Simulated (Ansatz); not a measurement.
Geometry optimisation, UHF/def2-SVP in Ansatz 0.2.0.

The input (input.yaml):

```yaml
crystal:
  periodic: [false, false, false]
  atoms:
    - { symbol: B, position_ang: [-0.077713, -0.086141, -0.162368] }
    - { symbol: F, position_ang: [-0.021818, -0.32288, 1.137091] }
    - { symbol: O, position_ang: [0.99796, -0.304451, -0.915948] }
    - { symbol: H, position_ang: [1.753467, -0.626646, -0.445198] }
    - { symbol: H, position_ang: [-1.089621, 0.320015, -0.643082] }
    - { symbol: H, position_ang: [0.149225, 0.068203, 3.229605] }
magnetization:
  spin_polarized: true
  initial_magnetization: 1
basis:
  gaussian: { orbitals: def2-SVP }
hamiltonian:
  xc: hf
relax:
  f_tol: 0.03
  max_steps: 50
output:
  orbitals: {}
```

Run as:

```bash
$ ansatz run input.yaml --threads 1 --pin off --max-ram 2048MiB --backend cpu --events-out ev --progress --plain --runs-dir out
```

Q: Where does it end, and by what steps?

A: The forces met the threshold. The force dipped under the threshold on the way, but the program's further checks kept it going. After 13 steps the energy has fallen by 0.137 eV; H6 moved furthest, 1.16 Å.

```json
{"step": "0", "energy less start (eV)": "0.0000", "largest force component (eV/Å)": "0.458", "accepted": "yes"}
{"step": "1", "energy less start (eV)": "-0.0645", "largest force component (eV/Å)": "0.256", "accepted": "yes"}
{"step": "2", "energy less start (eV)": "-0.1042", "largest force component (eV/Å)": "0.339", "accepted": "yes"}
{"step": "3", "energy less start (eV)": "-0.1026", "largest force component (eV/Å)": "0.782", "accepted": "no"}
{"step": "4", "energy less start (eV)": "-0.1172", "largest force component (eV/Å)": "0.187", "accepted": "yes"}
{"step": "5", "energy less start (eV)": "-0.1252", "largest force component (eV/Å)": "0.111", "accepted": "yes"}
{"step": "6", "energy less start (eV)": "-0.1318", "largest force component (eV/Å)": "0.035", "accepted": "yes"}
{"step": "7", "energy less start (eV)": "-0.1339", "largest force component (eV/Å)": "0.105", "accepted": "yes"}
{"step": "8", "energy less start (eV)": "-0.1350", "largest force component (eV/Å)": "0.023", "accepted": "yes"}
{"step": "9", "energy less start (eV)": "-0.1362", "largest force component (eV/Å)": "0.035", "accepted": "yes"}
{"step": "10", "energy less start (eV)": "-0.1352", "largest force component (eV/Å)": "0.187", "accepted": "no"}
{"step": "11", "energy less start (eV)": "-0.1364", "largest force component (eV/Å)": "0.023", "accepted": "yes"}
{"step": "12", "energy less start (eV)": "-0.1366", "largest force component (eV/Å)": "0.006", "accepted": "yes"}
{"step": "13", "energy less start (eV)": "-0.1367", "largest force component (eV/Å)": "0.009", "accepted": "yes"}
```

```xyz
6
Properties=species:S:1:pos:R:3
B -0.091 -0.121 -0.406
F -0.141 -0.531 0.852
O 1.043 -0.247 -1.097
H 1.760 -0.637 -0.616
H -1.060 0.357 -0.908
H 0.202 0.228 4.374
```

Whether the end is a true minimum wasn't checked by a vibrational analysis.

Time of the run: 10 s on 1 thread of Arm Neoverse V1, with other jobs on the host, peak memory 0.11 GiB.
